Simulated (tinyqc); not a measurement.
Inside a calculation. Method: UKS/BP86 in the sto-6g basis, for OH+, spin multiplicity 3. One step of it, computed by the program tinyqc.

Question. Iteration 2: DIIS coefficients. Solve [B -1; -1 0][c; lambda] = [0; -1] for the coefficients, which sum to one.

B (overlaps of the stored error matrices):
```
                1               2
1   3.2534136e-01  -2.6113111e-01
2  -2.6113111e-01   3.3123255e-01
```

Give: DIIS coefficients.

Answer.

DIIS coefficients: 0.5025  0.4975
